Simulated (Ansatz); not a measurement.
Reaction (SMILES): [C](Cl)Cl (closed-shell singlet) + 3 [H][H] (H2) → C (CH4) + 2 Cl (HCl)
B3LYP-D3(BJ)/def2-TZVP geometries, fixed; electronic energies without zero-point terms.

Core correlation in the energy of full hydrogenation at MP2 with Ansatz (a first-principles code), in kcal/mol: frozen core against 1s of Al to Cl frozen alone. Core-valence sets carry the plain set on hydrogen. A restricted Hartree-Fock determinant is unstable towards unrestricted orbitals.

| basis | functions, most | frozen core | 1s of Al to Cl frozen alone | core term (second minus first) |
|---|---|---|---|---|
| cc-pV(D+d)Z | 60 | -134.81 | -135.48 | -0.67 |
| cc-pCVDZ | 72 | -135.02 | -135.44 | -0.42 |
| cc-pV(T+d)Z | 108 | -134.70 | -137.45 | -2.74 |
| cc-pCVTZ | 161 | -134.44 | -134.92 | -0.48 |
| cc-pwCVTZ | 161 | -134.56 | -135.14 | -0.59 |
| cc-pV(Q+d)Z | 183 | -134.13 | -135.97 | -1.84 |
| cc-pCVQZ | 302 | -133.91 | -134.57 | -0.66 |
| cc-pwCVQZ | 302 | -133.86 | -134.54 | -0.68 |

The largest core-valence set, cc-pwCVQZ, gives a core term of -0.68 kcal/mol; the valence set cc-pV(Q+d)Z, which lacks functions for the core, gives -1.84.
